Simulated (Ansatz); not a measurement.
Consider the formal hydrolysis of a C–S bond: `CSC#N` + H₂O → `N#CO` + CH₃SH.

Computed with Ansatz on PBE0-D4/def2-TZVP structures; ΔE is electronic, products minus reactants. CCSD(T)/CBS adds triple-zeta CCSD(T) − MP2 to the extrapolated MP2 energy (def2 sets, frozen cores). This one scheme is used for every species. Functionals use def2-TZVPP. B3LYP here is the variant with VWN-RPA as its local correlation; programs differ in this. One conformer a species, not always the lowest.

`CSC#N`:

Cartesian coordinates in Å:
```
C 0.145 0.862 0.408
S 0.820 -0.816 0.450
C -0.191 -1.549 -0.674
N -0.871 -2.080 -1.442
H 0.250 1.290 -0.586
H 0.744 1.431 1.120
H -0.897 0.861 0.724
```

H₂O:

```xyz
3

O    -0.198    0.298   -0.153
H    -0.469   -0.621   -0.110
H     0.667    0.323    0.263
```

`N#CO`:

```xyz
4

N    -1.141    0.865   -0.750
C    -0.401    0.141   -0.243
O     0.384   -0.722    0.307
H     1.158   -0.284    0.686
```

CH₃SH:

```xyz
6

C    -0.364    0.252   -0.213
S     1.094   -0.814   -0.185
H    -1.204   -0.206    0.308
H    -0.632    0.373   -1.263
H    -0.149    1.234    0.206
H     1.256   -0.838    1.146
```

```tsv
level	ΔE (kJ/mol)
BLYP	56.8
B3LYP	55.6
```

(1) What does CCSD(T)/CBS give? (Estimate.)

Largest T1 diagnostic among the species: 0.014.

## Answers

(1) Computed: +70.5 kJ/mol. The listed levels differ from it by -13.7, -14.9 kJ/mol.

From BLYP to BHLYP (50 % exact exchange), in def2-TZVPP and without D4, ΔE moves by −3.4 kJ/mol. Leaving LDA and LC-ωPBE aside and taking each functional with its dispersion term where it has one, the values, not all of them listed here, spread over 7.1 kJ/mol, from CAM-B3LYP-D4 to revPBE-D4. LDA lies −5.8 kJ/mol from PBE without D4. The D4 term adds +4.7 kJ/mol with B3LYP and +2.6 kJ/mol with PBE0; it sums over pairs of atoms, weighted by their polarisabilities, and B3LYP, whose exchange is more repulsive, gets the larger term.
